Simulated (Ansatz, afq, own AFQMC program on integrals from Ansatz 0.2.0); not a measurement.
**SiH₃Br, singlet in cc-pVTZ, levels against CCSDT(Q)**

```yaml
atoms:
  - { symbol: Br, position_ang: [-0.9186, 0.0159, 0.0000] }
  - { symbol: H, position_ang: [0.8084, 0.0159, 0.0000] }
  - { symbol: Si, position_ang: [2.3704, 0.0159, 0.0000] }
  - { symbol: H, position_ang: [2.9826, -0.8584, 1.0900] }
  - { symbol: H, position_ang: [2.9826, -0.8584, -1.0900] }
```

Connectivity, by distances: Br ··· SiH2, 1 bridging H.

Basis cc-pVTZ. Only valence electrons are correlated. Integrals, coupled cluster, full CI and functionals: Ansatz 0.2.0; the random walks run on the same integrals in our own AFQMC program. ph-AFQMC/CISD is guided by a CISD state made of CCSD amplitudes; releasing the constraint for a short imaginary time cuts its bias at the price of noise, slowly where states lie close. Uncertainties: one standard error, sampling alone. No spin–orbit coupling.

Determinant: RHF, the one that the program's search chose, which needn't be the lowest solution. The geometry is a point of a scan.

No full CI on the walks' own integrals is used here; CCSDT(Q) serves as the reference and is uncertain by about the last step of the cluster series.

Cautions: no relativity below Rb; no spin-orbit coupling; inner d shell frozen; higher spins were not checked; restricted determinant unstable towards unrestricted (UHF 761 meV lower, ⟨S²⟩ 0.84); strong correlation (T1 0.021, weight of the determinant 0.81, largest double 0.19).

```
T1 diagnostic                               : 0.0212
weight of the determinant in the CISD state : 0.811
size of the correlated space                : 14 electrons in 100 orbitals
```

Reference: CCSDT(Q), correlation energy -10.059 eV. The released energy is read at 2.40 1/Eh (meV from the phaseless value at times in 1/Eh: -3 ± 6 at 0.24, -10 ± 6 at 0.51, -20 ± 5 at 0.99, -34 ± 7 at 1.62, -34 ± 6 at 2.40).

```json
{"level": "HF", "E − E(reference) (kJ/mol)": "970.5", "share of correlation (%)": "0.00"}
{"level": "MP2", "E − E(reference) (kJ/mol)": "158.9", "share of correlation (%)": "83.63"}
{"level": "CCSD", "E − E(reference) (kJ/mol)": "53.0", "share of correlation (%)": "94.54"}
{"level": "CCSD(T)", "E − E(reference) (kJ/mol)": "8.7", "share of correlation (%)": "99.10"}
{"level": "CCSDT", "E − E(reference) (kJ/mol)": "3.6", "share of correlation (%)": "99.63"}
{"level": "ph-AFQMC/CISD", "E − E(reference) (kJ/mol)": "4.3 ± 0.6", "share of correlation (%)": "99.56"}
{"level": "released AFQMC", "E − E(reference) (kJ/mol)": "1.0 ± 0.5", "share of correlation (%)": "99.90"}
```

A walk keeps the symmetry of its determinant, which the program's search chose and which needn't be the lowest solution, so a lower state of the same spin and another symmetry isn't excluded. Released energies are given only where the last usable release times agree within the noise; a slower fall can still hide under it.
